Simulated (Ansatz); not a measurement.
Reaction: CH4S (methanethiol, SMILES CS) → CH3S (SMILES [CH2]S, doublet) + H (doublet) (the C-H bond breaks)
Each species at its own B3LYP-D3(BJ)/def2-TZVP minimum (Ansatz, a quantum-chemistry and plane-wave program).

Total energies in hartree (Ansatz). UHF or UKS for unpaired electrons; spin-orbit terms are left out. Cores are frozen in correlated methods. No relativity. For partners of very few electrons the exact lower level stands in for a higher one.

| species | HF/cc-pV(T+d)Z | CCSD(T)/cc-pV(T+d)Z | HF/cc-pV(Q+d)Z | CCSD(T)/cc-pV(Q+d)Z | CCSD(T)/cc-pV(D+d)Z | CCSDT(Q)/cc-pV(D+d)Z |
|---|---|---|---|---|---|---|
| 1: CH4S (methanethiol, SMILES CS) | -437.75855 | -438.17177 | -437.76503 | -438.20283 | -438.06168 | -438.06294 |
| 2: CH3S (SMILES [CH2]S, doublet) | -437.13154 | -437.50973 | -437.13813 | -437.53984 | -437.40484 | -437.40627 |
| 3: H (doublet) | -0.49981 | -0.49981 | -0.49995 | -0.49995 | -0.49928 | -0.49928 |

Problem. Work out the bond dissociation energy (electronic) in kJ/mol: take Hartree-Fock from cc-pV(Q+d)Z, extrapolate the CCSD(T) correlation energy as X^-3 (X = 3, 4), and add CCSDT(Q) - CCSD(T) in cc-pV(D+d)Z. 1 hartree = 2625.5 kJ/mol.

Solution. 
Species 1: correlation (64·(-0.43780) - 27·(-0.41322))/37 = -0.45574; step -0.00126; E1 = -437.76503 + (-0.45574) + (-0.00126) = -438.22203
Species 2: correlation (64·(-0.40171) - 27·(-0.37819))/37 = -0.41887; step -0.00143; E2 = -437.13813 + (-0.41887) + (-0.00143) = -437.55843
Species 3: correlation (64·(0.00000) - 27·(0.00000))/37 = 0.00000; step +0.00000; E3 = -0.49995 + (0.00000) + (+0.00000) = -0.49995
-1·E1 +1·E2 +1·E3 = 0.16365 hartree = 429.7 kJ/mol.
